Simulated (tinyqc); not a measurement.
Worked calculation (part 2 of 2): ROHF in the sto-3g basis, for H2O, spin multiplicity 3. This run ends on a higher stationary point, not on the lowest solution. Computed by tinyqc, a small Python program that keeps every step (integrals from PySCF). Command: `OMP_NUM_THREADS=1 python tinyqc.py 23937 23938 out.jsonl` (the two numbers bound the seeds that draw the settings). One thread of a shared host (Intel(R) Xeon(R) Processor @ 2.60GHz), about 0.06 s of CPU time with the checks.

Geometry (angstrom):
```
atom        x         y        z
O     0.00000   0.00000  0.00000
H     0.00000   0.84200  0.74500
H     0.00000  -0.84200  0.74500
```

## Iteration 2: diagonalisation and new density

extrapolated F (hartree), lower triangle:
```
            1O 1s     1O 2s    1O 2px    1O 2py    1O 2pz     2H 1s     3H 1s
1O 1s   -20.35969
1O 2s    -5.18675  -2.45514
1O 2px    0.00000   0.00000  -0.13674
1O 2py    0.00000   0.00000   0.00000  -0.39741
1O 2pz   -0.02446  -0.06374   0.00000   0.00000  -0.40177
2H 1s    -0.80841  -0.77752   0.00000  -0.31766  -0.33172  -0.40213
3H 1s    -0.80841  -0.77752   0.00000   0.31766  -0.33172  -0.21751  -0.40213
```

X, lower triangle:
```
           1O 1s     1O 2s   1O 2px    1O 2py    1O 2pz     2H 1s    3H 1s
1O 1s    1.02352
1O 2s   -0.13573   1.14509
1O 2px   0.00000   0.00000  1.00000
1O 2py   0.00000   0.00000  0.00000   1.06232
1O 2pz  -0.00749   0.07100  0.00000   0.00000   1.04092
2H 1s    0.01825  -0.20957  0.00000  -0.16181  -0.12126   1.12095
3H 1s    0.01825  -0.20957  0.00000   0.16181  -0.12126  -0.06915  1.12095
```

Diagonalise F' = X^T F X, C = X C', fill 6 alpha and 4 beta electrons from the bottom; D(s) = C_occ C_occ^T. Each column has its largest component positive (the first on a tie).

F' = X^T F X (hartree), lower triangle:
```
           1         2         3         4         5         6         7
1  -19.98541
2   -2.68795  -1.37428
3    0.00000   0.00000  -0.13674
4    0.00000   0.00000   0.00000  -0.23974
5   -0.05356   0.10051   0.00000   0.00000  -0.27926
6   -0.08484  -0.39168   0.00000  -0.31437  -0.29240  -0.04918
7   -0.08484  -0.39168   0.00000   0.31437  -0.29240  -0.01156  -0.04918
```

orbital energies (hartree): MO1 -20.36784, MO2 -1.24059, MO3 -0.59461, MO4 -0.52279, MO5 -0.13674, MO6 0.31724, MO7 0.43153

coefficients C:
```
             MO1       MO2       MO3       MO4      MO5       MO6       MO7
1O 1s    0.99451  -0.24324   0.00000   0.07937  0.00000   0.00000   0.11053
1O 2s    0.02364   0.91143   0.00000  -0.40104  0.00000   0.00000  -0.65608
1O 2px   0.00000   0.00000   0.00000   0.00000  1.00000   0.00000   0.00000
1O 2py   0.00000   0.00000   0.68751   0.00000  0.00000   0.84155   0.00000
1O 2pz   0.00311   0.07966   0.00000   0.79602  0.00000   0.00000  -0.69139
2H 1s   -0.00438   0.12370   0.39851   0.27649  0.00000  -0.75864   0.72133
3H 1s   -0.00438   0.12370  -0.39851   0.27649  0.00000   0.75864   0.72133
```

D(alpha) after iteration 2, lower triangle:
```
           1O 1s     1O 2s   1O 2px    1O 2py   1O 2pz     2H 1s    3H 1s
1O 1s    1.05452
1O 2s   -0.23002   0.99211
1O 2px   0.00000   0.00000  1.00000
1O 2py   0.00000   0.00000  0.00000   1.18088
1O 2pz   0.04690  -0.24656  0.00000   0.00000  0.64001
2H 1s   -0.01250   0.00176  0.00000  -0.36446  0.22994   0.82612
3H 1s   -0.01250   0.00176  0.00000   0.36446  0.22994  -0.64258  0.82612
```

D(beta) after iteration 2, lower triangle:
```
           1O 1s     1O 2s   1O 2px    1O 2py   1O 2pz     2H 1s    3H 1s
1O 1s    1.05452
1O 2s   -0.23002   0.99211
1O 2px   0.00000   0.00000  0.00000
1O 2py   0.00000   0.00000  0.00000   0.47267
1O 2pz   0.04690  -0.24656  0.00000   0.00000  0.64001
2H 1s   -0.01250   0.00176  0.00000   0.27398  0.22994   0.25058
3H 1s   -0.01250   0.00176  0.00000  -0.27398  0.22994  -0.06704  0.25058
```

## Iteration 7 (converged): orbitals

converged F (hartree), lower triangle:
```
            1O 1s     1O 2s    1O 2px    1O 2py    1O 2pz     2H 1s     3H 1s
1O 1s   -20.37701
1O 2s    -5.18947  -2.47323
1O 2px    0.00000   0.00000  -0.14953
1O 2py    0.00000   0.00000   0.00000  -0.41190
1O 2pz   -0.02183  -0.06539   0.00000   0.00000  -0.38476
2H 1s    -0.80864  -0.77100   0.00000  -0.31342  -0.33482  -0.39441
3H 1s    -0.80864  -0.77100   0.00000   0.31342  -0.33482  -0.21888  -0.39441
```

As before.

F' = X^T F X (hartree), lower triangle:
```
           1         2         3         4         5         6         7
1  -20.00325
2   -2.68508  -1.40324
3    0.00000   0.00000  -0.14953
4    0.00000   0.00000   0.00000  -0.25853
5   -0.05041   0.09769   0.00000   0.00000  -0.25968
6   -0.08651  -0.38060   0.00000  -0.30806  -0.29733  -0.04395
7   -0.08651  -0.38060   0.00000   0.30806  -0.29733  -0.01520  -0.04395
```

orbital energies (hartree): MO1 -20.38509, MO2 -1.25296, MO3 -0.59420, MO4 -0.51844, MO5 -0.14953, MO6 0.30692, MO7 0.43118

coefficients C:
```
             MO1       MO2       MO3       MO4      MO5       MO6       MO7
1O 1s    0.99453  -0.24539   0.00000   0.07882  0.00000   0.00000   0.10590
1O 2s    0.02355   0.92388   0.00000  -0.40349  0.00000   0.00000  -0.63689
1O 2px   0.00000   0.00000   0.00000   0.00000  1.00000   0.00000   0.00000
1O 2py   0.00000   0.00000   0.70185   0.00000  0.00000   0.82963   0.00000
1O 2pz   0.00297   0.07879   0.00000   0.78269  0.00000   0.00000  -0.70655
2H 1s   -0.00436   0.11177   0.38543   0.29255  0.00000  -0.76537   0.71694
3H 1s   -0.00436   0.11177  -0.38543   0.29255  0.00000   0.76537   0.71694
```

D(alpha) after iteration 7, lower triangle:
```
           1O 1s     1O 2s   1O 2px    1O 2py   1O 2pz     2H 1s    3H 1s
1O 1s    1.05552
1O 2s   -0.23509   1.01692
1O 2px   0.00000   0.00000  1.00000
1O 2py   0.00000   0.00000  0.00000   1.18088
1O 2pz   0.04530  -0.24295  0.00000   0.00000  0.61882
2H 1s   -0.00870  -0.01489  0.00000  -0.36446  0.23777   0.83244
3H 1s   -0.00870  -0.01489  0.00000   0.36446  0.23777  -0.63625  0.83244
```

D(beta) after iteration 7, lower triangle:
```
           1O 1s     1O 2s   1O 2px    1O 2py   1O 2pz     2H 1s    3H 1s
1O 1s    1.05552
1O 2s   -0.23509   1.01692
1O 2px   0.00000   0.00000  0.00000
1O 2py   0.00000   0.00000  0.00000   0.49259
1O 2pz   0.04530  -0.24295  0.00000   0.00000  0.61882
2H 1s   -0.00870  -0.01489  0.00000   0.27052  0.23777   0.24665
3H 1s   -0.00870  -0.01489  0.00000  -0.27052  0.23777  -0.05047  0.24665
```

## Convergence

Stop when the energy changes by less than 1e-08 hartree and every element of the error matrix X^T (F D S - S D F) X is below 3e-05.

Course of the cycle:
```
iteration  E (hartree)     change  largest element of the error matrix
1          -74.3931959          -                             3.26e-01
2          -74.5972456  -2.04e-01                             1.01e-01
3          -74.6160538  -1.88e-02                             2.17e-02
4          -74.6169208  -8.67e-04                             3.37e-03
5          -74.6169638  -4.30e-05                             1.45e-03
6          -74.6169739  -1.00e-05                             6.04e-06
7          -74.6169739  -7.32e-11                             6.78e-07
```

PySCF ROHF in the same basis = -74.6883424 hartree

Converged in 7 iterations. But the solution lies 0.07137 hartree above the reference: it is another stationary point, not the lowest one. Reruns (cap 100 unless said): DIIS 8: converged in 7 to a higher stationary point; atomic densities as start, DIIS 8: converged in 6.

## Populations, bond orders and dipole

overlap S, lower triangle:
```
          1O 1s    1O 2s   1O 2px    1O 2py   1O 2pz    2H 1s    3H 1s
1O 1s   1.00000
1O 2s   0.23670  1.00000
1O 2px  0.00000  0.00000  1.00000
1O 2py  0.00000  0.00000  0.00000   1.00000
1O 2pz  0.00000  0.00000  0.00000   0.00000  1.00000
2H 1s   0.03625  0.37215  0.00000   0.24815  0.21956  1.00000
3H 1s   0.03625  0.37215  0.00000  -0.24815  0.21956  0.19597  1.00000
```

Mulliken: Z minus the diagonal of D S on the atom; Loewdin: the same with S^(1/2) D S^(1/2); Mayer order: 2 sum_s sum (D(s) S)_ij (D(s) S)_ji over the two atoms.

Charges (e):
```
atom  Mulliken   Loewdin  Mulliken spin
1O     0.02782   0.12953        1.37315
2H    -0.01391  -0.06476        0.31342
3H    -0.01391  -0.06476        0.31342
```

Mayer bond orders:
```
pair    order
2-1   0.67428
3-1   0.67428
3-2   0.22729
```

dipole moment about the origin, x y z (debye): 0.00000  0.00000  0.36588
